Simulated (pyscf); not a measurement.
•H₂C–CH₃ + CH₄ -> H₃C–CH₃ + CH₃• (hydrogen abstraction; doublet surface; C–H broken, C–H formed). Structures and frequencies: ωB97X-D3(BJ)/def2-SVP in PySCF. Energies in eV from the separated reactants.

| level | barrier | reaction energy |
|---|---|---|
| ωB97X-D3(BJ)/def2-TZVP | 0.77 | +0.18 |
| PBE/def2-TZVP | 0.58 | +0.23 |
| B3LYP-D3(BJ)/def2-TZVP | 0.71 | +0.19 |
| PBE0-D3(BJ)/def2-TZVP | 0.67 | +0.19 |
| ωB97M-D3(BJ)/def2-TZVP | 0.81 | +0.18 |
| HF/def2-TZVP | 1.39 | +0.11 |

The functionals in the table span 0.23 eV in this barrier, from PBE to ωB97M-D3(BJ)/def2-TZVP. One saddle was located; it need not be the lowest between these sides. The angle at the transferred H is 177°.
